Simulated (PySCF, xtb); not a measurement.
hydrogen isocyanide (CHN), SMILES [C-]#[NH+].

GFN2-xTB (xtb) at its own geometry gives an orbital gap of 5.80 eV and a dipole moment of 2.72 D.

The structure is a stationary point at r2SCAN-D4/def2-TZVPD.

What does CAM-B3LYP/def2-TZVPD (PySCF) give? (Estimate from the structure and the level; the computed values follow.)

gap 11.71 eV (levels -10.77 and 0.94 eV), dipole 3.07 D.
